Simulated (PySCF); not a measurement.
SCF from a fresh guess for singlet CH₄, at the PBE0 minimum. PySCF input:

```python
from pyscf import gto, scf, dft
mol = gto.M(atom='''
C      0.000000     0.000000     0.000000
H     -0.629030    -0.629030     0.629030
H     -0.629030     0.629030    -0.629030
H      0.629030     0.629030     0.629030
H      0.629030    -0.629030    -0.629030''',
    basis={'C': 'def2-TZVP', 'H': 'def2-TZVP'},
    charge=0, spin=0)
mf = dft.RKS(mol, xc='PBE0')
mf.grids.atom_grid = (50, 194)
aux = {'C': 'def2-universal-JKFIT', 'H': 'def2-universal-JKFIT'}
mf = mf.density_fit(auxbasis=aux)
mf.conv_tol = 1e-08
mf.diis_space = 10
mf.max_cycle = 60
mf.init_guess = 'minao'
mf.verbose = 4
mf.kernel()
```

Excerpt of the output (cycles and frontier levels):

```
init E= -40.267967471461
  HOMO = -0.453836805277868  LUMO = 0.0275199019001597  gap/eV = 13.09838
cycle= 1 E= -40.4546928075177  delta_E= -0.187  |g|= 0.274  |ddm|= 1.22
  HOMO = -0.351349160103386  LUMO = 0.0769420803649403  gap/eV = 11.65440
cycle= 2 E= -40.4516212643897  delta_E= 0.00307  |g|= 0.298  |ddm|= 0.323
  HOMO = -0.403570318883196  LUMO = 0.0622227884017761  gap/eV = 12.67488
cycle= 3 E= -40.4741788048572  delta_E= -0.0226  |g|= 0.00211  |ddm|= 0.161
  HOMO = -0.403572594281407  LUMO = 0.0622510905410323  gap/eV = 12.67571
cycle= 4 E= -40.4741796106749  delta_E= -8.06e-07  |g|= 0.000225  |ddm|= 0.00193
  HOMO = -0.403666013353581  LUMO = 0.0622204797893779  gap/eV = 12.67742
cycle= 5 E= -40.4741796246811  delta_E= -1.4e-08  |g|= 6.85e-06  |ddm|= 0.000218
  HOMO = -0.403660476735873  LUMO = 0.0622230991897048  gap/eV = 12.67734
cycle= 6 E= -40.4741796246972  delta_E= -1.62e-11  |g|= 6.93e-07  |ddm|= 1.96e-05
  HOMO = -0.403660894745022  LUMO = 0.0622229255139359  gap/eV = 12.67734
Extra cycle  E= -40.4741796246979  delta_E= -6.39e-13  |g|= 6.23e-07  |ddm|= 1.66e-06
converged SCF energy = -40.4741796246979
```

No lower solution of this spin was found by a stability analysis within the restricted form, which does not test spin polarisation.

The search for the lowest solution, with the stability check, took 1.4 s on 2 threads of a shared Arm Neoverse V1 host, with 55 basis functions; the process peaked at 0.28 GiB. Launch command: `OMP_NUM_THREADS=2 python axn.py task.json out`.
